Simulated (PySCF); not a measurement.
# Relaxation of singlet [Na2F]+

Computed with PySCF, PBE0, basis F def2-TZVP, Na def2-TZVP (no relativity, density fitting). A (50,194) grid was used.

A hand-made linear start, of D∞h symmetry, held to at least that symmetry:

```xyz
3
charge 1 multiplicity 1, angstrom
F     0.0000    0.0000    0.0000
Na    0.0000    0.0000    2.1462
Na    0.0000    0.0000   -2.1462
```

(1) What forces act on the atoms at the start (eV/Å)?

(2) What does it relax to?

(3) How much energy is released, and in how many steps?

## Answers

(1) 
```
atom    Fx    Fy     Fz
  F1  0.00  0.00   0.00
 Na2  0.00  0.00  -0.73
 Na3  0.00  0.00   0.73
```

(2) It ends at D∞h with F–Na 2.012 Å (×2); Na–F–Na 180.0° (after a last refinement on a finer grid). A frequency run shows a minimum. Other isomers or separated fragments may lie lower.

(3) 10.3 kJ/mol in 4 steps.

The relaxation took 12 s on 2 threads of a shared Intel Xeon @ 2.50GHz (Skylake/Cascade Lake) host, with 95 basis functions and 5 gradients; the process peaked at 0.5 GiB. Launch command: `OMP_NUM_THREADS=2 python axn.py task.json out`.
